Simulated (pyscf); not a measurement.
A first-order saddle from PySCF, ωB97X-D3(BJ)/def2-SVP:

```
C
H 1 1.0939
H 1 1.0960 2 112.66
H 1 1.0960 2 112.66 3 -130.19
O 1 1.6951 2 101.83 3 114.94
H 5 0.9736 1 105.05 2 -179.91
H 5 1.2469 6 98.71 1 179.96
```
Charge 0, spin multiplicity 2.

Surface: doublet, charge 0. Lowest wavenumbers (cm⁻¹): 1792i, 181, 257, 483, 811.

Problem. What reaction is this the transition state of?

Solution. water (H₂O) + methyl (CH₃•) ⇌ methanol (H₃C–OH) + H atom (H•), a substitution at O read from left to right: H–O broken and C–O formed. At CCSD(T)/def2-TZVPP + ΔMP2(QZVPP) it lies +218.0 kJ/mol from the left side and +102.0 kJ/mol from the right (each side as separated species at their lowest minima found). One saddle was located; it need not be the lowest between these sides. The angle at the attacked O is 156°. The CCSD(T) − MP2 part came from Ansatz, without density fitting, on the same reference.
